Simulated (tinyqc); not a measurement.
Inside a calculation (part 2 of 3). Method: UHF in the sto-6g basis, for CH+, spin multiplicity 1. Computed by tinyqc, a small Python program that keeps every step (integrals from PySCF). Command: `OMP_NUM_THREADS=1 python tinyqc.py 21964 21965 out.jsonl` (the two numbers bound the seeds that draw the settings). One thread of a shared host (Intel(R) Xeon(R) Processor @ 2.60GHz), about 0.2 s of CPU time with the checks.

Geometry (angstrom):
```
atom         x         y         z
C     0.000000  0.000000  0.000000
H     0.000000  0.000000  1.273000
```

## Iteration 2: diagonalisation and new density

extrapolated F(alpha) (hartree), order 1C 1s, 1C 2s, 1C 2px, 1C 2py, 1C 2pz, 2H 1s:
$$\begin{pmatrix}
-11.801911 & -2.995212 & 0.003508 & 0.000703 & -0.013230 & -0.529968 \\
-2.995212 & -1.790934 & 0.176162 & 0.035295 & -0.089961 & -0.724870 \\
0.003508 & 0.176162 & -0.330510 & -0.014192 & -0.157053 & -0.011231 \\
0.000703 & 0.035295 & -0.014192 & -0.262518 & -0.031466 & -0.002250 \\
-0.013230 & -0.089961 & -0.157053 & -0.031466 & -0.703207 & -0.590723 \\
-0.529968 & -0.724870 & -0.011231 & -0.002250 & -0.590723 & -0.726163
\end{pmatrix}$$

extrapolated F(beta) (hartree), order 1C 1s, 1C 2s, 1C 2px, 1C 2py, 1C 2pz, 2H 1s:
$$\begin{pmatrix}
-11.801911 & -2.995212 & -0.003508 & -0.000703 & -0.013230 & -0.529968 \\
-2.995212 & -1.790934 & -0.176162 & -0.035295 & -0.089961 & -0.724870 \\
-0.003508 & -0.176162 & -0.330510 & -0.014192 & 0.157053 & 0.011231 \\
-0.000703 & -0.035295 & -0.014192 & -0.262518 & 0.031466 & 0.002250 \\
-0.013230 & -0.089961 & 0.157053 & 0.031466 & -0.703207 & -0.590723 \\
-0.529968 & -0.724870 & 0.011231 & 0.002250 & -0.590723 & -0.726163
\end{pmatrix}$$

X, order 1C 1s, 1C 2s, 1C 2px, 1C 2py, 1C 2pz, 2H 1s:
$$\begin{pmatrix}
1.024162 & -0.134408 & 0.000000 & 0.000000 & -0.008014 & 0.021151 \\
-0.134408 & 1.102373 & 0.000000 & 0.000000 & 0.078917 & -0.252579 \\
0.000000 & 0.000000 & 1.000000 & 0.000000 & 0.000000 & 0.000000 \\
0.000000 & 0.000000 & 0.000000 & 1.000000 & 0.000000 & 0.000000 \\
-0.008014 & 0.078917 & 0.000000 & 0.000000 & 1.078662 & -0.252691 \\
0.021151 & -0.252579 & 0.000000 & 0.000000 & -0.252691 & 1.155168
\end{pmatrix}$$

Diagonalise F' = X^T F X, C = X C', fill 3 alpha and 3 beta electrons from the bottom; D(s) = C_occ C_occ^T. Each column has its largest component positive (the first on a tie).

F' = X^T F X (alpha) (hartree):
$$\begin{pmatrix}
-11.605844 & -1.445875 & -0.019063 & -0.003819 & -0.024266 & -0.054299 \\
-1.445875 & -1.176861 & 0.184167 & 0.036899 & 0.047920 & -0.362782 \\
-0.019063 & 0.184167 & -0.330510 & -0.014192 & -0.152695 & -0.017709 \\
-0.003819 & 0.036899 & -0.014192 & -0.262518 & -0.030593 & -0.003548 \\
-0.024266 & 0.047920 & -0.152695 & -0.030593 & -0.538979 & -0.422136 \\
-0.054299 & -0.362782 & -0.017709 & -0.003548 & -0.422136 & -0.370817
\end{pmatrix}$$

orbital energies (alpha) (hartree): MO1 -11.803556, MO2 -1.191628, MO3 -0.865671, MO4 -0.259674, MO5 -0.233668, MO6 0.068669

coefficients C (alpha), order 1C 1s, 1C 2s, 1C 2px, 1C 2py, 1C 2pz, 2H 1s:
$$\begin{pmatrix}
0.996742 & -0.227520 & 0.091676 & 0.000000 & -0.075715 & 0.089939 \\
0.013640 & 0.843380 & -0.429190 & 0.000000 & 0.330840 & -0.546059 \\
-0.000484 & -0.138196 & 0.352442 & -0.196452 & 0.902721 & 0.056465 \\
-0.000097 & -0.027688 & 0.070614 & 0.980514 & 0.180865 & 0.011313 \\
0.002474 & 0.166340 & 0.688422 & 0.000000 & -0.191144 & -0.833979 \\
-0.003181 & 0.270558 & 0.374594 & 0.000000 & -0.173885 & 1.103966
\end{pmatrix}$$

F' = X^T F X (beta) (hartree):
$$\begin{pmatrix}
-11.605844 & -1.445875 & 0.019063 & 0.003819 & -0.024266 & -0.054299 \\
-1.445875 & -1.176861 & -0.184167 & -0.036899 & 0.047920 & -0.362782 \\
0.019063 & -0.184167 & -0.330510 & -0.014192 & 0.152695 & 0.017709 \\
0.003819 & -0.036899 & -0.014192 & -0.262518 & 0.030593 & 0.003548 \\
-0.024266 & 0.047920 & 0.152695 & 0.030593 & -0.538979 & -0.422136 \\
-0.054299 & -0.362782 & 0.017709 & 0.003548 & -0.422136 & -0.370817
\end{pmatrix}$$

orbital energies (beta) (hartree): MO1 -11.803556, MO2 -1.191628, MO3 -0.865671, MO4 -0.259674, MO5 -0.233668, MO6 0.068669

coefficients C (beta), order 1C 1s, 1C 2s, 1C 2px, 1C 2py, 1C 2pz, 2H 1s:
$$\begin{pmatrix}
0.996742 & -0.227520 & 0.091676 & 0.000000 & 0.075715 & 0.089939 \\
0.013640 & 0.843380 & -0.429190 & 0.000000 & -0.330840 & -0.546059 \\
0.000484 & 0.138196 & -0.352442 & -0.196452 & 0.902721 & -0.056465 \\
0.000097 & 0.027688 & -0.070614 & 0.980514 & 0.180865 & -0.011313 \\
0.002474 & 0.166340 & 0.688422 & 0.000000 & 0.191144 & -0.833979 \\
-0.003181 & 0.270558 & 0.374594 & 0.000000 & 0.173885 & 1.103966
\end{pmatrix}$$

D(alpha) after iteration 2, order 1C 1s, 1C 2s, 1C 2px, 1C 2py, 1C 2pz, 2H 1s:
$$\begin{pmatrix}
1.053663 & -0.217636 & 0.063271 & 0.012677 & 0.027732 & -0.030387 \\
-0.217636 & 0.895679 & -0.267823 & -0.053660 & -0.155142 & 0.067367 \\
0.063271 & -0.267823 & 0.143314 & 0.028714 & 0.219640 & 0.094634 \\
0.012677 & -0.053660 & 0.028714 & 0.005753 & 0.044006 & 0.018961 \\
0.027732 & -0.155142 & 0.219640 & 0.044006 & 0.501599 & 0.302875 \\
-0.030387 & 0.067367 & 0.094634 & 0.018961 & 0.302875 & 0.213532
\end{pmatrix}$$

D(beta) after iteration 2, order 1C 1s, 1C 2s, 1C 2px, 1C 2py, 1C 2pz, 2H 1s:
$$\begin{pmatrix}
1.053663 & -0.217636 & -0.063271 & -0.012677 & 0.027732 & -0.030387 \\
-0.217636 & 0.895679 & 0.267823 & 0.053660 & -0.155142 & 0.067367 \\
-0.063271 & 0.267823 & 0.143314 & 0.028714 & -0.219640 & -0.094634 \\
-0.012677 & 0.053660 & 0.028714 & 0.005753 & -0.044006 & -0.018961 \\
0.027732 & -0.155142 & -0.219640 & -0.044006 & 0.501599 & 0.302875 \\
-0.030387 & 0.067367 & -0.094634 & -0.018961 & 0.302875 & 0.213532
\end{pmatrix}$$

## Iteration 3: building the Fock matrix

core Hamiltonian H = T + V (hartree), order 1C 1s, 1C 2s, 1C 2px, 1C 2py, 1C 2pz, 2H 1s:
$$\begin{pmatrix}
-18.355014 & -4.212321 & 0.000000 & 0.000000 & -0.013105 & -0.742758 \\
-4.212321 & -5.078407 & 0.000000 & 0.000000 & -0.135929 & -1.727222 \\
0.000000 & 0.000000 & -4.060521 & 0.000000 & 0.000000 & 0.000000 \\
0.000000 & 0.000000 & 0.000000 & -4.060521 & 0.000000 & 0.000000 \\
-0.013105 & -0.135929 & 0.000000 & 0.000000 & -4.152997 & -1.536951 \\
-0.742758 & -1.727222 & 0.000000 & 0.000000 & -1.536951 & -2.939708
\end{pmatrix}$$

Two-electron integrals (ij|kl) in chemists' order, unique and non-zero (hartree):
```
(11|11) 3.543743   (21|11) 0.529462   (21|21) 0.100317   (22|11) 0.853596
(22|21) 0.199930   (22|22) 0.624844   (31|31) 0.021271   (32|31) 0.031868
(32|32) 0.138108   (33|11) 0.853598   (33|21) 0.199930   (33|22) 0.624843
(33|33) 0.673218   (41|41) 0.021271   (42|41) 0.031868   (42|42) 0.138108
(43|43) 0.036281   (44|11) 0.853598   (44|21) 0.199930   (44|22) 0.624843
(44|33) 0.600655   (44|44) 0.673218   (51|51) 0.021271   (52|51) 0.031868
(52|52) 0.138108   (53|53) 0.036281   (54|54) 0.036281   (55|11) 0.853598
(55|21) 0.199930   (55|22) 0.624843   (55|33) 0.600655   (55|44) 0.600655
(55|55) 0.673218   (61|11) 0.097293   (61|21) 0.017757   (61|22) 0.034851
(61|33) 0.034720   (61|44) 0.034720   (61|51) 0.001165   (61|52) 0.002266
(61|55) 0.035112   (61|61) 0.003232   (62|11) 0.247862   (62|21) 0.058997
(62|22) 0.204917   (62|33) 0.199924   (62|44) 0.199924   (62|51) 0.006003
(62|52) 0.041126   (62|55) 0.214902   (62|61) 0.010798   (62|62) 0.091416
(63|31) 0.006113   (63|32) 0.031857   (63|53) 0.007891   (63|63) 0.010684
(64|41) 0.006113   (64|42) 0.031857   (64|54) 0.007891   (64|64) 0.010684
(65|11) 0.219967   (65|21) 0.053060   (65|22) 0.194993   (65|33) 0.185386
(65|44) 0.185386   (65|51) 0.010700   (65|52) 0.067519   (65|55) 0.214207
(65|61) 0.010149   (65|62) 0.103091   (65|65) 0.124752   (66|11) 0.411126
(66|21) 0.099739   (66|22) 0.394217   (66|33) 0.374020   (66|44) 0.374020
(66|51) 0.012047   (66|52) 0.112174   (66|55) 0.434610   (66|61) 0.018520
(66|62) 0.229178   (66|65) 0.284620   (66|66) 0.774999
```

nuclear repulsion = 2.49415810 hartree

J_ij = sum D_kl (ij|kl) with D = D(alpha) + D(beta), K_ij = sum D_kl (ik|jl) for each spin; F = H + J - K(s); E = tr D H + tr D J / 2 - 0.5 sum_s tr D(s) K(s) + E_nn.

Coulomb J (hartree), order 1C 1s, 1C 2s, 1C 2px, 1C 2py, 1C 2pz, 2H 1s:
$$\begin{pmatrix}
10.143850 & 1.767359 & 0.000000 & 0.000000 & 0.002168 & 0.319022 \\
1.767359 & 4.012779 & 0.000000 & 0.000000 & 0.058341 & 1.334474 \\
0.000000 & 0.000000 & 3.980509 & 0.004167 & 0.000000 & 0.000000 \\
0.000000 & 0.000000 & 0.004167 & 3.960545 & 0.000000 & 0.000000 \\
0.002168 & 0.058341 & 0.000000 & 0.000000 & 4.097286 & 1.295338 \\
0.319022 & 1.334474 & 0.000000 & 0.000000 & 1.295338 & 2.700262
\end{pmatrix}$$

exchange K(alpha) (hartree), order 1C 1s, 1C 2s, 1C 2px, 1C 2py, 1C 2pz, 2H 1s:
$$\begin{pmatrix}
3.605020 & 0.553139 & -0.002863 & -0.000574 & 0.001351 & 0.106329 \\
0.553139 & 0.736655 & -0.167735 & -0.033607 & 0.009726 & 0.328836 \\
-0.002863 & -0.167735 & 0.258113 & 0.018289 & 0.158187 & 0.019365 \\
-0.000574 & -0.033607 & 0.018289 & 0.170495 & 0.031694 & 0.003880 \\
0.001351 & 0.009726 & 0.158187 & 0.031694 & 0.640177 & 0.346361 \\
0.106329 & 0.328836 & 0.019365 & 0.003880 & 0.346361 & 0.480977
\end{pmatrix}$$

exchange K(beta) (hartree), order 1C 1s, 1C 2s, 1C 2px, 1C 2py, 1C 2pz, 2H 1s:
$$\begin{pmatrix}
3.605020 & 0.553139 & 0.002863 & 0.000574 & 0.001351 & 0.106329 \\
0.553139 & 0.736655 & 0.167735 & 0.033607 & 0.009726 & 0.328836 \\
0.002863 & 0.167735 & 0.258113 & 0.018289 & -0.158187 & -0.019365 \\
0.000574 & 0.033607 & 0.018289 & 0.170495 & -0.031694 & -0.003880 \\
0.001351 & 0.009726 & -0.158187 & -0.031694 & 0.640177 & 0.346361 \\
0.106329 & 0.328836 & -0.019365 & -0.003880 & 0.346361 & 0.480977
\end{pmatrix}$$

F(alpha) (hartree), order 1C 1s, 1C 2s, 1C 2px, 1C 2py, 1C 2pz, 2H 1s:
$$\begin{pmatrix}
-11.816184 & -2.998100 & 0.002863 & 0.000574 & -0.012288 & -0.530066 \\
-2.998100 & -1.802282 & 0.167735 & 0.033607 & -0.087314 & -0.721584 \\
0.002863 & 0.167735 & -0.338125 & -0.014122 & -0.158187 & -0.019365 \\
0.000574 & 0.033607 & -0.014122 & -0.270471 & -0.031694 & -0.003880 \\
-0.012288 & -0.087314 & -0.158187 & -0.031694 & -0.695888 & -0.587974 \\
-0.530066 & -0.721584 & -0.019365 & -0.003880 & -0.587974 & -0.720422
\end{pmatrix}$$

F(beta) (hartree), order 1C 1s, 1C 2s, 1C 2px, 1C 2py, 1C 2pz, 2H 1s:
$$\begin{pmatrix}
-11.816184 & -2.998100 & -0.002863 & -0.000574 & -0.012288 & -0.530066 \\
-2.998100 & -1.802282 & -0.167735 & -0.033607 & -0.087314 & -0.721584 \\
-0.002863 & -0.167735 & -0.338125 & -0.014122 & 0.158187 & 0.019365 \\
-0.000574 & -0.033607 & -0.014122 & -0.270471 & 0.031694 & 0.003880 \\
-0.012288 & -0.087314 & 0.158187 & 0.031694 & -0.695888 & -0.587974 \\
-0.530066 & -0.721584 & 0.019365 & 0.003880 & -0.587974 & -0.720422
\end{pmatrix}$$

total energy of this density = -37.83145550 hartree

## Iteration 3: DIIS over 3 matrices

error matrix X^T (FDS - SDF) X (alpha):
$$\begin{pmatrix}
0.000000 & -0.000013 & -0.000537 & -0.000108 & -0.000764 & 0.001526 \\
0.000013 & 0.000000 & 0.009153 & 0.001834 & 0.002141 & -0.008891 \\
0.000537 & -0.009153 & 0.000000 & 0.000000 & -0.005478 & -0.003090 \\
0.000108 & -0.001834 & 0.000000 & 0.000000 & -0.001098 & -0.000619 \\
0.000764 & -0.002141 & 0.005478 & 0.001098 & 0.000000 & 0.003964 \\
-0.001526 & 0.008891 & 0.003090 & 0.000619 & -0.003964 & 0.000000
\end{pmatrix}$$

B (overlaps of the stored error matrices):
$$\begin{pmatrix}
2.1057346e-01 & 4.2803257e-02 & 7.4339882e-03 \\
4.2803257e-02 & 1.3821196e-02 & 2.9968287e-03 \\
7.4339882e-03 & 2.9968287e-03 & 9.2332145e-04
\end{pmatrix}$$

Minimise |sum c_i e_i|^2 with sum c_i = 1: solve [B -1; -1 0][c; lambda] = [0; -1] with B_ij = tr e_i^T e_j summed over both spins, and take F = sum c_i F_i.

DIIS coefficients: [0.019712, -0.311951, 1.292239]

extrapolated F(alpha) (hartree), order 1C 1s, 1C 2s, 1C 2px, 1C 2py, 1C 2pz, 2H 1s:
$$\begin{pmatrix}
-11.820966 & -2.998725 & 0.002903 & 0.000582 & -0.011869 & -0.530191 \\
-2.998725 & -1.807166 & 0.165103 & 0.033079 & -0.086271 & -0.720193 \\
0.002903 & 0.165103 & -0.340921 & -0.014095 & -0.158560 & -0.022693 \\
0.000582 & 0.033079 & -0.014095 & -0.273395 & -0.031768 & -0.004547 \\
-0.011869 & -0.086271 & -0.158560 & -0.031768 & -0.692453 & -0.587456 \\
-0.530191 & -0.720193 & -0.022693 & -0.004547 & -0.587456 & -0.718509
\end{pmatrix}$$

extrapolated F(beta) (hartree), order 1C 1s, 1C 2s, 1C 2px, 1C 2py, 1C 2pz, 2H 1s:
$$\begin{pmatrix}
-11.820966 & -2.998725 & -0.002903 & -0.000582 & -0.011869 & -0.530191 \\
-2.998725 & -1.807166 & -0.165103 & -0.033079 & -0.086271 & -0.720193 \\
-0.002903 & -0.165103 & -0.340921 & -0.014095 & 0.158560 & 0.022693 \\
-0.000582 & -0.033079 & -0.014095 & -0.273395 & 0.031768 & 0.004547 \\
-0.011869 & -0.086271 & 0.158560 & 0.031768 & -0.692453 & -0.587456 \\
-0.530191 & -0.720193 & 0.022693 & 0.004547 & -0.587456 & -0.718509
\end{pmatrix}$$

## Iteration 3: diagonalisation and new density

As before.

F' = X^T F X (alpha) (hartree):
$$\begin{pmatrix}
-11.625205 & -1.444546 & -0.018427 & -0.003692 & -0.023087 & -0.055417 \\
-1.444546 & -1.197471 & 0.174834 & 0.035029 & 0.049812 & -0.355113 \\
-0.018427 & 0.174834 & -0.340921 & -0.014095 & -0.152292 & -0.027788 \\
-0.003692 & 0.035029 & -0.014095 & -0.273395 & -0.030513 & -0.005567 \\
-0.023087 & 0.049812 & -0.152292 & -0.030513 & -0.527439 & -0.423026 \\
-0.055417 & -0.355113 & -0.027788 & -0.005567 & -0.423026 & -0.365114
\end{pmatrix}$$

orbital energies (alpha) (hartree): MO1 -11.822577, MO2 -1.195662, MO3 -0.866009, MO4 -0.270570, MO5 -0.246532, MO6 0.071807

coefficients C (alpha), order 1C 1s, 1C 2s, 1C 2px, 1C 2py, 1C 2pz, 2H 1s:
$$\begin{pmatrix}
0.996773 & -0.231220 & 0.087369 & 0.000000 & -0.071946 & 0.087503 \\
0.013511 & 0.861949 & -0.415149 & 0.000000 & 0.316151 & -0.536540 \\
-0.000420 & -0.130876 & 0.354672 & -0.196452 & 0.903446 & 0.047656 \\
-0.000084 & -0.026222 & 0.071061 & 0.980514 & 0.181011 & 0.009548 \\
0.002331 & 0.154139 & 0.681456 & 0.000000 & -0.200898 & -0.839732 \\
-0.003145 & 0.251331 & 0.391844 & 0.000000 & -0.175565 & 1.102256
\end{pmatrix}$$

F' = X^T F X (beta) (hartree):
$$\begin{pmatrix}
-11.625205 & -1.444546 & 0.018427 & 0.003692 & -0.023087 & -0.055417 \\
-1.444546 & -1.197471 & -0.174834 & -0.035029 & 0.049812 & -0.355113 \\
0.018427 & -0.174834 & -0.340921 & -0.014095 & 0.152292 & 0.027788 \\
0.003692 & -0.035029 & -0.014095 & -0.273395 & 0.030513 & 0.005567 \\
-0.023087 & 0.049812 & 0.152292 & 0.030513 & -0.527439 & -0.423026 \\
-0.055417 & -0.355113 & 0.027788 & 0.005567 & -0.423026 & -0.365114
\end{pmatrix}$$

orbital energies (beta) (hartree): MO1 -11.822577, MO2 -1.195662, MO3 -0.866009, MO4 -0.270570, MO5 -0.246532, MO6 0.071807

coefficients C (beta), order 1C 1s, 1C 2s, 1C 2px, 1C 2py, 1C 2pz, 2H 1s:
$$\begin{pmatrix}
0.996773 & -0.231220 & 0.087369 & 0.000000 & 0.071946 & 0.087503 \\
0.013511 & 0.861949 & -0.415149 & 0.000000 & -0.316151 & -0.536540 \\
0.000420 & 0.130876 & -0.354672 & -0.196452 & 0.903446 & -0.047656 \\
0.000084 & 0.026222 & -0.071061 & 0.980514 & 0.181011 & -0.009548 \\
0.002331 & 0.154139 & 0.681456 & 0.000000 & 0.200898 & -0.839732 \\
-0.003145 & 0.251331 & 0.391844 & 0.000000 & 0.175565 & 1.102256
\end{pmatrix}$$

D(alpha) after iteration 3, order 1C 1s, 1C 2s, 1C 2px, 1C 2py, 1C 2pz, 2H 1s:
$$\begin{pmatrix}
1.054652 & -0.222104 & 0.060829 & 0.012188 & 0.026221 & -0.027012 \\
-0.222104 & 0.915488 & -0.260056 & -0.052104 & -0.150014 & 0.053918 \\
0.060829 & -0.260056 & 0.142921 & 0.028635 & 0.221519 & 0.106084 \\
0.012188 & -0.052104 & 0.028635 & 0.005737 & 0.044383 & 0.021255 \\
0.026221 & -0.150014 & 0.221519 & 0.044383 & 0.488146 & 0.305757 \\
-0.027012 & 0.053918 & 0.106084 & 0.021255 & 0.305757 & 0.216719
\end{pmatrix}$$

D(beta) after iteration 3, order 1C 1s, 1C 2s, 1C 2px, 1C 2py, 1C 2pz, 2H 1s:
$$\begin{pmatrix}
1.054652 & -0.222104 & -0.060829 & -0.012188 & 0.026221 & -0.027012 \\
-0.222104 & 0.915488 & 0.260056 & 0.052104 & -0.150014 & 0.053918 \\
-0.060829 & 0.260056 & 0.142921 & 0.028635 & -0.221519 & -0.106084 \\
-0.012188 & 0.052104 & 0.028635 & 0.005737 & -0.044383 & -0.021255 \\
0.026221 & -0.150014 & -0.221519 & -0.044383 & 0.488146 & 0.305757 \\
-0.027012 & 0.053918 & -0.106084 & -0.021255 & 0.305757 & 0.216719
\end{pmatrix}$$
